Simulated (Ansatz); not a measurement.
**NaH₂− (singlet): wave-function methods side by side, aug-cc-pVTZ**

Aim: climb from Hartree-Fock through coupled cluster for NaH₂− (singlet) at one geometry and basis, and see what each rung misses.

Computed with Ansatz 0.2.0, Gaussian basis. Level: aug-cc-pVTZ, core rule «outside noble gas», up to 5 orbitals frozen.

To be run: UHF; CCSD(T) on RHF; BCCD(T) on RHF; CCSDT(Q) on RHF; Full CI.

18 further runs of the same task are left out: 6 for a known fault of the program, 5 that didn't finish, 7 set aside as unsound or not needed. Runs told in other sessions of the task aren't counted.

### Step 1. The geometry

The geometry is a PBE0/def2-TZVPD stationary point (not a proven minimum).

3 atoms, charge -1, spin multiplicity 1.

Atoms are counted from 1 here; the program's logs count them from 0.

Bond lengths: Na1–H2 2.066 Å, Na1–H3 2.066 Å. Angles: H2–Na1–H3 180.0°.

### Step 2. UHF

Contents of in.yaml:

```yaml
crystal:
  periodic: [false, false, false]
  atoms:
    - {symbol: Na, position_ang: [0.000000, 0.000000, 0.000000]}
    - {symbol: H, position_ang: [0.000000, 0.000000, -2.065760]}
    - {symbol: H, position_ang: [0.000000, 0.000000, 2.065760]}
basis:
  gaussian: {orbitals: aug-cc-pVTZ}
total_charge: -1
magnetization: {spin_polarized: true, initial_magnetization: 0}
hamiltonian: {xc: hf}
output: {orbitals: {seedname: orbitals}}
```

Command:

```console
$ ansatz run in.yaml --threads 1 --pin off --events-out ev --progress --plain --max-ram 2393MiB
```

The runs that follow: CCSD(T) on RHF; BCCD(T) on RHF; CCSDT(Q) on RHF; Full CI.

Q: Predict the results of all the runs planned. Wanted: FCI from the RHF energy; RMP2 from FCI; RCCSD from FCI; RCCSD(T) from FCI; RCCSDT(Q) from FCI; T1 diagnostic; effectively unpaired electrons.

As calculated:

```
                         quantity                                        value
          FCI from the RHF energy                                   -2.0115 eV
                    RMP2 from FCI                                   +472.6 meV
                   RCCSD from FCI                                     +9.1 meV
                RCCSD(T) from FCI                                     +3.0 meV
               RCCSDT(Q) from FCI                                     +0.1 meV
levels within 1 kcal/mol (43 meV)  RCCSD, RCCSD(T), BCCD(T), RCCSDT, RCCSDT(Q)
                    T1 diagnostic                                        0.010
   effectively unpaired electrons                                         0.05
```

**Reading.** RCCSD(T) lands +3.0 meV from the yardstick (0.2 % of the correlation energy). One determinant dominates. These misses are within one basis, not against nature.
